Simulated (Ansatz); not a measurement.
Cartesian coordinates (Å):
```xyz
5

C     -0.0361    -0.0368     0.0144
O      1.3137     0.0409     0.1039
H     -0.5394    -0.0643     0.9922
H     -0.3523     0.9084    -0.4696
H     -0.3859    -0.8482    -0.6409
```
Charge 0, spin multiplicity 2.

Method: frozen-core CCSD(T)/cc-pVTZ // PBE0-D3(BJ)/def2-TZVP (Ansatz, a quantum-chemistry and plane-wave program).

```json
{
 "HF energy": "-114.46551 Ha",
 "MP2 correlation energy": "-0.36858 Ha"
}
```

Estimate the CCSD correlation energy, the (T) correction, the total energy and the T1 diagnostic.


```yaml
CCSD correlation energy: -0.39634 Ha
"(T) correction": -0.01270 Ha
CCSD(T) total energy: -114.87455 Ha
T1 diagnostic: 0.018
```
